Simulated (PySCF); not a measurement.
Compound: Mg(NH2)2.
SMILES: `[NH2][Mg][NH2]`

The closed-shell ground state was solved at several levels (PySCF, density fitting, gas phase, non-relativistic). Geometry: PBE0-D3(BJ)/def2-SVP; no solvent, vibrations or thermal averaging.

```json
{"level": "KT2/pcSseg-1", "basis functions": "70", "HOMO (eV)": "-4.39", "LUMO (eV)": "-1.27", "gap (eV)": "3.12", "dipole (D)": "0.03"}
{"level": "B3LYP/def2-SVPD", "basis functions": "93", "HOMO (eV)": "-6.04", "LUMO (eV)": "-1.07", "gap (eV)": "4.97", "dipole (D)": "0.03"}
```

Task: What might PBE0/pcSseg-1 (70 basis functions) give for the same quantities?

Result: HOMO -5.76 eV, LUMO -0.51 eV, gap 5.25 eV, dipole 0.04 D.

Task: Over all these levels, which gives the widest orbital gap and which the narrowest?

Result: PBE0/pcSseg-1 (global hybrid, 25 % exact exchange) has the widest, 5.25 eV, and KT2/pcSseg-1 (GGA) the narrowest, 3.12 eV. The two share the basis. From the narrowest to the widest the HOMO moves by -1.37 eV and the LUMO by +0.76 eV.

Task: How far do the dipole and the HOMO energy spread over the levels?

Result: The dipole runs from 0.03 to 0.04 D (mean 0.03 D) and the HOMO from -6.04 to -4.39 eV.
